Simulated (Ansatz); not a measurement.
Cost and result for the atomization energy of CH4FNO2 (`NC(O)(O)F`) (9 atoms, 8 bonds).

Z-matrix (Å, degrees):
```
C
O 1 1.369
O 1 1.372 2 108.4
N 1 1.416 2 113.1 3 -124.6
F 1 1.384 2 108.5 3 117.9
H 2 0.964 1 108.0 3 -45.8
H 3 0.963 1 107.1 2 -175.2
H 4 1.012 1 109.5 2 53.6
H 4 1.012 1 110.1 2 -66.4
```

Total charge 0; spin multiplicity 1. Geometry: relaxed with PBE0-D4/def2-TZVP. It is one conformer, not always the lowest. Program: Ansatz. All runs use 2 threads of an AMD EPYC 7B13 on a shared host. Times are those of one run each, without the atoms' runs, and a repeat can differ threefold. Electronic energies, without spin–orbit coupling; frozen cores. CCSD(T)/CBS adds CCSD(T) − MP2 in def2-TZVPP to the MP2 limit, and its time is that of the two runs behind it. T1 = 0.011. HSE06 is the plane-wave form, built on full-range PBE exchange.

CCSD(T)/CBS is a level of theory with its own doubt, some kJ/mol a heavy atom from the limit and from the frozen cores, so smaller differences don't rank the functionals.

```
                  level  functions  wall time  atomization (kJ/mol)  difference from CCSD(T)/CBS  per bond
 LDA (SPW92)/def2-TZVPP        211      1.2 s                4129.0                        685.4      85.7
   revPBE-D4/def2-TZVPP        211      1.9 s                3437.4                         -6.2      -0.8
     BLYP-D4/def2-TZVPP        211      1.9 s                3459.7                         16.1       2.0
     PBE0-D4/def2-TZVPP        211      2.7 s                3438.9                         -4.7      -0.6
    HSE06-D4/def2-TZVPP        211        3 s                3443.0                         -0.6      -0.1
CAM-B3LYP-D4/def2-TZVPP        211      3.2 s                3463.1                         19.5       2.4
      B2PLYP/def2-TZVPP        211      4.8 s                3395.0                        -48.6      -6.1
       CCSD(T)/def2-SVP         90      4.9 s                3220.0                       -223.6     -27.9
    PBE-QIDH/def2-TZVPP        211        5 s                3392.2                        -51.4      -6.4
      B97M-V/def2-TZVPP        211      7.5 s                3424.9                        -18.7      -2.3
         MP2/def2-QZVPP        405       20 s                3504.7                         61.1       7.6
     CCSD(T)/def2-TZVPP        211      2 min                3329.8                       -113.8     -14.2
      CCSD(T)/CBS(def2)          –    2.4 min                3443.6                          0.0       0.0
```

The D4 term adds +20.7 kJ/mol with B3LYP and +10.6 kJ/mol with PBE0; it sums over pairs of atoms, weighted by their polarisabilities, and B3LYP, whose exchange is more repulsive, gets the larger term. At CCSD(T), def2-SVP lies −223.6 kJ/mol from the extrapolated value and def2-TZVPP −113.8 kJ/mol: correlation converges slowly with the basis, and small sets miss more of it in the bonded molecule than in its fragments. From r2SCAN to r2SCAN0 (25 % exact exchange), in def2-TZVPP and without D4, the atomization energy moves by −100.4 kJ/mol: exact exchange takes away binding that semilocal exchange gives to molecules.

B3LYP here is the variant with VWN-RPA as its local correlation; programs differ in this.
